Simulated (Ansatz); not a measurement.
# bcc Be (high-temperature phase)

Calculation: PBEsol (PAW; Ansatz, an electronic-structure program).

Settings: plane-wave cutoff 500 eV, 40×40×40 k mesh, Fermi–Dirac smearing 0.1 eV, scalar-relativistic PAW data made under PBE.

Cell: relaxed at this level.

| Quantity | Result |
|---|---|
| volume per atom | 7.75 Å³/atom |
| lattice constant a | 2.493 Å |
| band gap | none |

Note: symmetry holds this phase in the static calculation, where it need not be a minimum; the relaxation could not lower the start's symmetry, so the cell can be a saddle point above a distorted one.

The computed numbers hold no vibrational or temperature effects.

Cost on a shared machine: roughly 50 core-seconds.
